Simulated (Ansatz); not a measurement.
This geometry of ClH3Si + H (6 atoms, charge 0, multiplicity 2) is a first-order saddle point.

Method: UKS BHLYP-D4/def2-mTZVP in Ansatz 0.2.0.

```xyz
6
Properties=species:S:1:pos:R:3
Cl 0.248 -1.580 -1.315
Si 0.128 0.186 0.126
H -1.289 -0.468 -0.138
H 0.680 1.186 -0.787
H -0.813 1.030 0.987
H 1.046 -0.355 1.127
```

Question: Which two structures does it join? (They come from a converged band through this point; their orientation in space is the band's.)

Answer: Bonds broken: Cl1–Si2, Si2–H3. Bonds formed: Cl1–H3, Si2–H5. ClH3Si + H becomes ClH + H3Si.

Image 0:

```xyz
6
Properties=species:S:1:pos:R:3
Cl 0.761 -1.756 -1.575
Si 0.141 -0.292 -0.257
H -1.308 -0.416 -0.078
H 0.478 1.018 -0.823
H -0.906 1.935 1.714
H 0.834 -0.489 1.019
```

Image 6:

```xyz
6
Properties=species:S:1:pos:R:3
Cl -0.806 -2.367 -1.771
Si 0.232 0.688 0.515
H -0.478 -1.362 -1.017
H 0.848 1.679 -0.380
H -0.986 1.205 1.157
H 1.190 0.157 1.496
```

Question: How far does it lie above each of them?

Answer: 74.2 kJ/mol above the first and 54.3 kJ/mol above the second. This is the barrier of this one path; another mechanism may lie lower.

Run time: 52 s on 2 threads of Intel(R) Xeon(R) Platinum 8488C (Sapphire Rapids), with other jobs on the host, peak memory 0.15 GiB.
